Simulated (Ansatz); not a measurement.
A made-up structure of MgSiH2F, doublet:

```json
{"atom": "F1", "x (Å)": "1.4993", "y (Å)": "-0.4387", "z (Å)": "-0.2345"}
{"atom": "Mg2", "x (Å)": "-0.0914", "y (Å)": "-0.9902", "z (Å)": "1.0823"}
{"atom": "Si3", "x (Å)": "0.2589", "y (Å)": "0.5686", "z (Å)": "-0.8434"}
{"atom": "H4", "x (Å)": "-0.6885", "y (Å)": "0.6091", "z (Å)": "-1.9946"}
{"atom": "H5", "x (Å)": "0.7692", "y (Å)": "1.9552", "z (Å)": "-0.6392"}
```

It is relaxed with PBE-D4/def2-SVP and then PBE0-D4/def2-TZVP (Ansatz 0.2.0). Atoms count as bonded within 1.22 times the sum of their covalent radii (H–H: 0.88 Å). The end point is not checked to be a true minimum.

Question: Does its bonding change? (Judge from chemistry; the calculation decides.)

Answer: By the calculation: Yes. Formed: none; broken: F1–Mg2.

Where it ends: The first stage lowers the energy by 0.89 eV in 9 steps. It ends as MgSiH₂F ([F][SiH2][Mg]):
```
5
angstrom
F 1.7767 -0.2197 -1.1276
Mg -0.5586 -0.8517 1.4760
Si 0.3741 0.4547 -0.6653
H -0.5158 0.4148 -1.8696
H 0.6712 1.9058 -0.4430
```

Labels in which every atom is bracketed show which atoms are joined, not bond orders.

For scale, one of the runs: PBE0-D4/def2-TZVP relaxation, 112 basis functions, launched by `ansatz run in.yaml --threads 2 --pin off --events-out ev --progress --plain --max-ram 4352MiB`. The run took about 26 s on 2 CPU threads of an Intel Xeon Platinum 8488C (shared host).
